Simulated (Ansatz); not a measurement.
Molecule (SMILES): [Cl][Al][Cl], doublet.
Atoms: Al1, Cl2, Cl3. Bonds: Al1-Cl2, Al1-Cl3.

How fast the highest harmonic wavenumber converges with the basis for several methods (Ansatz, an electronic-structure program): deviation from each method's own reference, in cm⁻¹. References: B3LYP 555 cm⁻¹, the value in aug-pcseg-2; HF 586 cm⁻¹, the value in aug-pcseg-2; MP2 579 cm⁻¹, the value in aug-cc-pV(T+d)Z; PBE 550 cm⁻¹, the value in aug-pcseg-2. Cartesian d functions, on some or all atoms, in 6-31G*, 6-311G**, 6-311+G**; all else is spherical. In correlated methods cores are frozen. Open shells are unrestricted. No added dispersion term, no relativity. Each level at its own minimum, unscaled; the references are large sets that could be run, not limits.

```
basis            functions  B3LYP   HF  MP2  PBE
---------------  ---------  -----  ---  ---  ---
def2-SVP                54     17   13   35   16
6-31G*                  57      0    0   21   -1
cc-pV(D+d)Z             69     -6  -11    5   -6
6-311G**                81     -6   -1   16   -5
6-311+G**               93     -4   -1   17   -4
pcseg-2                102      4    5   26    4
jun-cc-pV(T+d)Z        144     -1   -2    3   -1
aug-cc-pV(T+d)Z        165     -2   -2    0   -1
```

Mean absolute deviation over 6-311G**, 6-311+G**, pcseg-2, jun-cc-pV(T+d)Z: HF 2, PBE 4, B3LYP 4, MP2 15 cm⁻¹.
